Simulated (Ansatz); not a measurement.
**Structure optimisation: barium, bcc**

Theory: Ansatz 0.2.0, DFT, r2SCAN, plane waves (500 eV) with PAW, scalar-relativistic. (PAW data from PBE, frozen cores regenerated.)

k-point mesh 9×9×9, Fermi-Dirac smearing 0.1 eV, no spin polarisation. Cell and atoms relax.

Starting structure:

```yaml
crystal:
  lattice:
    - [-2.5, 2.5, 2.5]
    - [2.5, -2.5, 2.5]
    - [2.5, 2.5, -2.5]
  atoms:
    - { symbol: Ba, position: [0.0, 0.0, 0.0] }
hamiltonian:
  xc: r2scan
  pseudopotentials:
    kind: paw
    azcp:
      Ba: "pseudopotentials/Ba.paw.azcp"
basis:
  ecutwfc: 500
  fft_grid_basis: typed
kpoints:
  mp_grid: { grid: [9, 9, 9], shift: [0, 0, 0] }
magnetization:
  spin_polarized: false
scf:
  occupations: { method: fermi_dirac, width: 0.1 }
relax:
  max_steps: 60
  f_tol: 0.01
  cell: {}
```

Q: What cell does the relaxation end in?

A: Im-3m with a = 5.074 Å; 65.30 Å³ per atom against 62.50 at the start (4.5 %).

Q: How much energy does the relaxation gain?

A: 3.4 meV per atom.

Path of the relaxation (the plane waves are chosen anew near the end, which can shift the energy a little):

```
step  E − E(final) (meV/atom)  V (Å³/atom)  P (GPa)  max force (eV/Å)
   0                     3.42       62.500     0.39             0.000
   1                     1.95       63.198     0.29             0.000
   2                     0.03       65.300     0.01             0.000
   3                     0.00       65.300     0.01             0.000
```
